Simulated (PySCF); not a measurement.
Compound: silanamine, H₅NSi.
Atom-mapped SMILES: `[NH2:1][SiH3:2]` (hydrogens: H3, H4 on N1; H5, H6, H7 on Si2)

Method: PySCF, PBE0-D3(BJ)/def2-SVP geometry optimisation, gas phase; density fitting, grid level 1; the optimiser is geomeTRIC in internal coordinates, started from a GFN2-xTB structure with every atom displaced at random (about 0.03 Å).

Step 0: E = -9440.2616 eV
```
atom  x, y, z in Å  |  force x, y, z in eV/Å
N1      1.0884   -0.1534   -0.1790   -4.511   2.512  -0.858
Si2    -0.6953    0.0752   -0.0193    2.838   0.010  -0.377
H3      1.5679    0.5646    0.2657    1.540   1.417   0.997
H4      1.5314   -0.9917   -0.1710    1.593  -3.242   0.149
H5     -1.2081   -0.2576    1.2929   -0.542  -0.121   0.896
H6     -0.9588    1.5068   -0.3229   -0.105   0.063  -0.010
H7     -1.2269   -0.8361   -0.9893   -0.812  -0.640  -0.796
```

Step 1: E = -9440.5686 eV
```
atom  x, y, z in Å  |  force x, y, z in eV/Å
N1      1.0643   -0.0697   -0.1215   -0.190  -0.345  -0.129
Si2    -0.6765    0.0590   -0.0205    0.888   0.295   0.101
H3      1.7765    0.5692    0.2144   -0.427   0.247   0.085
H4      1.4695   -0.9958   -0.1545   -0.019  -0.186  -0.053
H5     -1.2736   -0.2790    1.3132   -0.081  -0.029  -0.002
H6     -0.9946    1.4859   -0.3159   -0.168   0.010  -0.022
H7     -1.2671   -0.8618   -1.0380   -0.004   0.009   0.021
```

**Question.** Estimate the geometry and energy of step 2. (The exact step hangs on the optimiser's Hessian estimate; all steps are aligned on step 1, rigid shifts and turns removed.)

**Answer.** E = -9440.6024 eV, largest force 0.556 eV/Å
```
atom  x, y, z in Å  |  force x, y, z in eV/Å
N1      1.0682   -0.1136   -0.1665    0.520  -0.077   0.038
Si2    -0.6341    0.0646   -0.0267   -0.468  -0.217  -0.016
H3      1.6397    0.6096    0.2690    0.057  -0.356  -0.117
H4      1.5164   -1.0344   -0.1670   -0.171   0.522   0.085
H5     -1.2364   -0.2615    1.3196    0.028   0.033  -0.100
H6     -0.9700    1.4909   -0.3225    0.007  -0.010   0.002
H7     -1.2851   -0.8477   -1.0287    0.028   0.104   0.108
```

The energy changes by -0.0338 eV. The first-order estimate −F·Δx gives -0.1318 eV and the mean of the old and new forces, exact on a quadratic surface, -0.0299 eV. The step makes an angle of 54° with the force vector and moves no atom by more than 0.153 Å.

The cost below is that of the whole optimisation. On one thread of an Arm Neoverse V1, shared host, this took 6.7 s wall and 0.26 GiB of memory at its peak.
